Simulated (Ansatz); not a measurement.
C2H6O, SMILES `CCO` (C–C–O–H torsion 58°) (charge 0, multiplicity 1).

Cartesian coordinates (Å):
SMILES: CCO
```xyz
9

C     -0.8202     0.2952    -0.2684
C      0.3316    -0.5131     0.2874
O      1.4571     0.2805     0.6033
H     -1.6889    -0.3421    -0.4534
H     -0.5481     0.7657    -1.2186
H     -1.1102     1.0823     0.4308
H      0.6039    -1.3157    -0.4127
H      0.0398    -0.9918     1.2251
H      1.7349     0.7391    -0.1935
```
Charge 0, multiplicity 1.

Frozen-core energies in 6-31g from Ansatz (a quantum-chemistry and plane-wave program) at a geometry from PBE0-D3(BJ)/def2-TZVP; the HF reference has <S^2> = 0.00 and the T1 diagnostic is 0.007.

| level | energy (Ha) | difference from CCSDT(Q) (mHa) |
|---|---|---|
| HF | -154.01095 | 343.82 |
| MP2 | -154.31606 | 38.71 |
| CCSD | -154.34746 | 7.31 |
| CCSD(T) | -154.35356 | 1.20 |
| CCSDT | -154.35406 | 0.71 |
| CCSDT(Q) | -154.35477 | 0.00 |
